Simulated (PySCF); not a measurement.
**Ionisation energy of B by level of theory**

B [He] 2s2 2p1 (2P) → B⁺ [He] 2s2 (1S), as a difference of total energies. Computed with PySCF 2.14 in x2c-TZVPall, with scalar relativity by spin-free X2C-1e. Correlated levels: valence: 1s2 frozen. The calculations carry no spin-orbit coupling.

```json
{"method": "UHF", "ionisation energy (eV)": "8.038"}
{"method": "MN15", "ionisation energy (eV)": "8.203"}
{"method": "MP2 (valence)", "ionisation energy (eV)": "8.258"}
{"method": "CCSD (valence)", "ionisation energy (eV)": "8.169"}
{"method": "CCSD(T) (valence)", "ionisation energy (eV)": "8.205"}
```

Q: Estimate what PBE0 gives.

A: 8.643 eV, closest to MP2 (valence) among the rows shown.

Q: Estimate what SCS-MP2 (valence) gives.

A: 8.228 eV, closest to CCSD(T) (valence) among the rows shown.

Errors of the correlated levels include the incompleteness of this basis and the frozen core.

The coupled-cluster amplitudes are large for B⁺ (T1 above 0.03 or a double amplitude above 0.15), so a single reference is strained.

For comparison: 8.297 eV (measured; NIST levels, between the centres of gravity of the two terms).
